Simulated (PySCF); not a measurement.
Molecule: `C1CCC1`, C4H8.

Structure with atom numbers: `[CH2:1]1[CH2:2][CH2:3][CH2:4]1` (H(Xn): hydrogen on atom n).

Geometry PBE0-D3(BJ)/def2-SVP throughout; GIAO in PySCF, gas phase, one conformer, non-relativistic; equivalent atoms averaged; functional PBE0.

(1) How do the shifts δ (against TMS at the same level) depend on the basis set? (ppm; last column core-seconds on shared hosts with different chips, so compare them loosely)

(2) Which nucleus moves most, in ppm?

(3) Taking the largest basis, pcSseg-2 (256 functions), as the yardstick, rank the others by their worst heavy-atom deviation.

Answers

(1) 
| basis set | functions | C1/C2/C3/C4 | H(C1)/H(C2)/H(C3)/H(C4) | core-s |
| --- | --- | --- | --- | --- |
| STO-3G | 28 | 29.3 | 1.32 | 1.2 |
| 6-31G | 52 | 23.9 | 2.10 | 2.3 |
| pcSseg-0 | 52 | 23.7 | 1.96 | 3 |
| 6-31G* | 72 | 23.1 | 1.98 | 2.8 |
| def2-SVP | 96 | 21.2 | 1.70 | 3.6 |
| cc-pVDZ | 96 | 24.6 | 1.88 | 6 |
| pcSseg-1 | 108 | 24.6 | 1.88 | 8.4 |
| 6-311+G(2d,p) | 156 | 23.8 | 1.96 | 6.9 |
| aug-cc-pVDZ | 164 | 23.7 | 2.04 | 12 |
| def2-TZVP | 172 | 24.3 | 1.97 | 8.1 |
| IGLO-III | 220 | 24.7 | 1.98 | 18 |
| cc-pVTZ | 232 | 24.2 | 1.97 | 20 |
| pcSseg-2 | 256 | 25.4 | 1.96 | 17 |

(2) C1/C2/C3/C4 (sp3 CH2 in a ring): from 21.2 ppm with def2-SVP to 29.3 ppm with STO-3G. The smallest spread is 0.78 ppm, at H(C1)/H(C2)/H(C3)/H(C4). Proton shifts span only some 12 ppm, so a few tenths of a ppm matter as much there as several ppm in carbon.

(3) IGLO-III 0.8 ppm (220 functions), pcSseg-1 0.8 ppm (108 functions), cc-pVDZ 0.8 ppm (96 functions), def2-TZVP 1.2 ppm (172 functions), cc-pVTZ 1.2 ppm (232 functions), 6-31G 1.5 ppm (52 functions), 6-311+G(2d,p) 1.6 ppm (156 functions), aug-cc-pVDZ 1.7 ppm (164 functions), pcSseg-0 1.7 ppm (52 functions), 6-31G* 2.3 ppm (72 functions), STO-3G 3.9 ppm (28 functions), def2-SVP 4.2 ppm (96 functions).

A small basis that lands close on one nucleus may do so by chance; judge by the trend and by all nuclei.
